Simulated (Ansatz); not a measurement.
Consider the substitution at a C–C bond: `C=C=CCO` + dimethylamine → `CN(C)CO` + `C=C=C`.

Isolated molecules relaxed with PBE0-D4/def2-TZVP in Ansatz; ΔE leaves out vibrations. CBS: MP2 limit from def2 TZ/QZ plus the TZ coupled-cluster correction, frozen cores. This one scheme is used for every species. DFT in def2-TZVPP. Each species was taken in one conformer, which may not be the lowest.

| level | ΔE (eV) |
| --- | --- |
| BLYP-D4 | 0.00 |
| BHLYP | 0.03 |
| HF/def2-TZVPP | 0.05 |
| MP2/def2-TZVPP | -0.02 |

(1) What does CCSD(T)/CBS give? (An estimate is asked.)

Largest T1 diagnostic among the species: 0.012.

## Answers

(1) Computed: -0.01 eV. The listed levels differ from it by 0.01, 0.04, 0.06, -0.01 eV.

From BLYP to BHLYP (50 % exact exchange), in def2-TZVPP and without D4, ΔE moves by −0.04 eV. Leaving LDA and LC-ωPBE aside and taking each functional with its dispersion term where it has one, the values, not all of them listed here, spread over 0.04 eV, from ωB97M-V to B2PLYP. LDA lies −0.12 eV from PBE without D4.
